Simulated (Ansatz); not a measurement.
Two isomers of C3H5NO: A = `CCOC#N`, B = `C1=NCCO1`.

Calculated with Ansatz (gas phase, PBE0-D4/def2-TZVP geometries, no zero-point term in ΔE). CBS: MP2 limit from def2 TZ/QZ plus the TZ coupled-cluster correction, frozen cores. Functionals use def2-TZVPP. B3LYP here is the variant with VWN-RPA as its local correlation; programs differ in this. Each species was taken in one conformer, which may not be the lowest.

(1) Which is lower in electronic energy at CCSD(T)/CBS, and by how much? (An estimate is asked.)

(2) Give E(B) − E(A) in kcal/mol with PBE-D4, BLYP-D4, B2PLYP, ωB97M-V, r2SCAN-D4, MP2/def2-TZVPP, B3LYP-D4. (Best estimate.)

(3) Does the order hold for the free energy at 298.15 K (harmonic terms from PBE0-D4)? (An estimate is asked.)

Largest T1 diagnostic: 0.014.

## Answers

(1) Computed: B, by 10.8 kcal/mol.

(2) Computed: PBE-D4 -13.3, BLYP-D4 -7.7, B2PLYP -8.1, ωB97M-V -11.4, r2SCAN-D4 -12.3, MP2/def2-TZVPP -8.5, B3LYP-D4 -9.4. None reverses the order clearly.

(3) The calculation gave: Yes: G(B) − G(A) = -8.2 kcal/mol, for one conformer each.

At CCSD(T), def2-SVP lies +2.7 kcal/mol from the extrapolated value and def2-TZVPP +1.0 kcal/mol. From r2SCAN to r2SCAN0 (25 % exact exchange), in def2-TZVPP and without D4, E(B) − E(A) moves by −1.3 kcal/mol.
